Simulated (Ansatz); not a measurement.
**Dissociation curves of BHO2 (SMILES O=BO)**

BHO2 has 4 atoms, charge 0, and is taken as a singlet. As SMILES, `O=BO`. The coordinates come from a PBE0-D4/def2-TZVP relaxation.

```xyz
4

O    -1.5551    0.5235    0.4285
B    -0.4239    0.1320    0.2486
O     0.8167   -0.3020    0.1086
H     1.1623   -0.3535   -0.7857
```

The B2–O3 distance is scanned; the parts on either side stay rigid. Basis STO-3G, 3 core orbitals frozen in the correlated methods; program Ansatz 0.2.0. FCI is exact within this basis and core. Energies in eV from each method's value at 1.322 Å; methods without a U are spin-restricted. The shape above is that at 1.322 Å.

```
distance (Å)  r2SCAN  CAM-B3LYP  B2PLYP   MP2  BCCD(T)   FCI
       1.322    0.00       0.00    0.00  0.00     0.00  0.00
       1.652    1.47       1.50    1.42  1.39     1.21  1.19
       1.983    3.82       3.94    3.78  3.78     3.19  3.17
       2.644    7.10       7.69    6.94  6.69     4.92  5.00
       3.304    8.50       9.57    7.56  6.49     5.06  5.27
```

Departure from the FCI curve at its largest: r2SCAN +3.24 eV at 3.30 Å; CAM-B3LYP +4.30 eV at 3.30 Å; B2PLYP +2.29 eV at 3.30 Å; MP2 +1.69 eV at 2.64 Å; BCCD(T) -0.21 eV at 3.30 Å. The curve of MP2 turns over, which the reference doesn't. Restricted functionals keep the electrons paired too, and rise too high.
